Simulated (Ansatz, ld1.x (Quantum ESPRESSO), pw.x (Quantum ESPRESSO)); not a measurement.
## Mo: one change to the RRKJ potential, in the atom and in the bcc crystal

- Element: molybdenum
- Generator: ld1.x (Quantum ESPRESSO) 7.5
- Type: norm-conserving RRKJ (Kleinman–Bylander form)
- Functional: LDA (PW92)
- Relativity: scalar-relativistic
- Frozen core: [Kr]
- Valence charge: 6
- Reference configuration: 4d5 5s1 5p0
- Partial waves: 5p (bound, empty): rc 2.75 bohr; 4d (bound): rc 2.30 bohr; 5s (bound): rc 2.70 bohr
- Local potential: the s channel
- Core correction: none
- rho0: 0.01

Change: core correction a·sin(br)/r model core inside 2.86 bohr.

Cutoffs, loose and tight: the cutoffs (Ry, on a coarse ladder) from which the occupation-weighted sum of valence levels, in a spherical-Bessel basis at the reference potential, stays within 10 and 1 mRy of its value at 400 Ry. They do not see the model core or the augmentation charge, which bear on the density cutoff. Test errors are all-electron minus pseudo excitation energies from the reference, over the configurations 4d5 5s0 5p0; 4d4 5s0 5p0; 4d3 5s0 5p0; 4d5 5s0.5 5p0; 4d2 5s0 5p0; 4d4 5s2 5p0; 4d5.5 5s0.5 5p0 (two spin-polarised tests are not counted in the largest error); variants that change the core or the reference have their own tests.

Crystal test: bcc Mo in pw.x 7.5, no spin, 15³ k-points, Fermi–Dirac smearing 0.01 Ry, cutoffs set for each file from its atomic test. The reference is all-electron LAPW (Ansatz 0.2.0) with the same functional, mesh and smearing; V0 and B0 come from Birch–Murnaghan fits to the pressures at five volumes. Errors are pseudo minus all-electron; Δ is the rms difference of the E(V) curves that follow from these fits, minima aligned, over ±6 % about the mean V0. Mesh and smearing are coarse, so the numbers serve the comparison and aren't converged zero-temperature values; the lattice is a test structure that the element need not adopt.

All-electron: a0 = 3.113 Å (V0 = 15.08 Å³/atom), B0 = 291.6 GPa.

Problem. Does the change bring the crystal closer to the all-electron result?

Solution. The mean pressure error goes from +9.33 to +16.12 GPa, so the change moves the solid further from the all-electron pressures.

```
                       quantity       base    changed
                 outcome (atom)  generated  generated
           cutoff, loose (atom)      30 Ry      30 Ry
           cutoff, tight (atom)      35 Ry      35 Ry
            bound ghosts (atom)       none       none
largest test error (meV) (atom)       -192       -448
           cutoffs in pw.x (Ry)     45/180     50/200
                         a0 (Å)      3.144          –
                   a0 error (%)      +1.01          –
                   B0 error (%)       -1.7          –
                   Δ (meV/atom)       29.3          –
      mean pressure error (GPa)      +9.33     +16.12
```

A dash: not determined, or the minimum lies outside the volumes sampled.

Base: The largest radius (2.75 bohr) exceeds half the bond length (2.55 bohr), so the spheres overlap, which is one possible source of error among others. This is a poor potential for the solid. Changed file: The largest radius (2.75 bohr) exceeds half the bond length (2.55 bohr), so the spheres overlap, which is one possible source of error among others. This is a poor potential for the solid. The atomic cutoffs weigh occupied waves only.
